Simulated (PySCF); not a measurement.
Ionisation energy of Be by level of theory

Be [He] 2s2 (1S) → Be⁺ [He] 2s1 (2S), as a difference of total energies. Computed with PySCF 2.14 in aug-cc-pVTZ-DK, with the spin-free X2C one-electron Hamiltonian (Gaussian nucleus). Correlated levels: valence: 1s2 frozen. The calculations carry no spin-orbit coupling.

Problem. Order these methods by the ionisation energy they give, lowest first.
A. PBE0
B. MN15
C. MP2 (valence)
D. PBE

Solution. C (8.817 eV), B (8.944 eV), A (8.971 eV), D (8.996 eV).

Errors of the correlated levels include the incompleteness of this basis and the frozen core.

MP2 underrates the near-degeneracy of ns² with np² in the lower species.

For comparison: 9.323 eV (measured; NIST Atomic Spectra Database, ionization energies).
